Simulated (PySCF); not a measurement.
Isobutane, SMILES CC(C)C (C4H10), B3LYP/def2-SVP optimised geometry.

```
14

C      0.71     0.86     0.00
C      0.15     0.09    -1.20
C     -1.39     0.14    -1.23
C      0.66    -1.36    -1.23
H      0.37     1.91     0.00
H      0.38     0.40     0.95
H      1.81     0.86     0.00
H      0.51     0.59    -2.12
H     -1.76     1.18    -1.25
H     -1.81    -0.35    -0.33
H     -1.79    -0.38    -2.11
H      0.29    -1.90    -2.11
H      1.76    -1.40    -1.24
H      0.32    -1.91    -0.33
```

Density from B3LYP/def2-TZVP (PySCF) at that geometry.

Minimum of the electron density along straight lines between bonded atoms, close to the bond critical point (lines longer than 1.1 times the sum of covalent radii, or with two minima, are not listed):

```tsv
bond	length / Å	ρ at the minimum / e bohr⁻³	∇²ρ there / e bohr⁻⁵	position (fraction from the first atom)
C1–C2	1.534	0.245	-0.61	0.50
C2–C3	1.534	0.245	-0.61	0.50
C2–C4	1.534	0.245	-0.61	0.50
C1–H5	1.102	0.272	-0.91	0.64
C1–H6	1.104	0.271	-0.90	0.64
C1–H7	1.102	0.272	-0.91	0.64
C2–H8	1.107	0.274	-0.92	0.64
C3–H9	1.102	0.272	-0.91	0.64
C3–H10	1.104	0.271	-0.90	0.64
C3–H11	1.102	0.272	-0.91	0.64
C4–H12	1.102	0.272	-0.91	0.64
C4–H13	1.102	0.272	-0.91	0.64
C4–H14	1.104	0.271	-0.90	0.64
```
